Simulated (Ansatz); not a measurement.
# SiPN (triplet): wave-function methods side by side, def2-QZVPP

One table from this session's results is given with a row withheld; the runs are named, their logs left out.

Program: Ansatz 0.2.0, Gaussian basis. Level of theory: def2-QZVPP, core rule «outside noble gas», up to 11 orbitals frozen. These are calculated values, not measurements.

To be run: UHF; ROHF; CCSD(T) on UHF.

2 further runs of the same task are left out: 2 set aside as unsound or not needed.

### The geometry

The geometry is a PBE0/def2-TZVP stationary point (not a proven minimum).

3 atoms, charge 0, spin multiplicity 3.

Atoms are counted from 1 here; the program's logs count them from 0.

Bond lengths: P1–N2 1.590 Å, N2–Si3 1.609 Å. Angles: P1–N2–Si3 180.0°.

Set-up of the first run:

in.yaml reads:

```yaml
crystal:
  periodic: [false, false, false]
  atoms:
    - {symbol: P, position_ang: [0.000000, 0.000000, -1.596600]}
    - {symbol: N, position_ang: [0.000000, 0.000000, -0.006400]}
    - {symbol: Si, position_ang: [0.000000, 0.000000, 1.603000]}
basis:
  gaussian: {orbitals: "def2-QZVPP.json"}
magnetization: {spin_polarized: true, initial_magnetization: 2}
hamiltonian: {xc: hf}
output: {orbitals: {seedname: orbitals}}
```

Command:

```
ansatz run in.yaml --threads 1 --pin off --events-out ev --progress --plain --max-ram 2393MiB
```

Steps of the session up to this table: UHF; ROHF; CCSD(T) on UHF.

One table of the session follows, with a row left open; its other results are not shown here.

| method | from UCCSD(T) (kcal/mol) |
| --- | --- |
| ROHF | +301.27 |
| UHF | +292.81 |
| UMP2 | ? |
| UCCSD | +17.38 |
| UCCSD(T) | 0 |

Q: Estimate the row for UMP2 from the others.

As computed: from UCCSD(T) (kcal/mol): +31.05. In the column «from UCCSD(T) (kcal/mol)» it lies between UCCSD (+17.38) and UHF (+292.81).
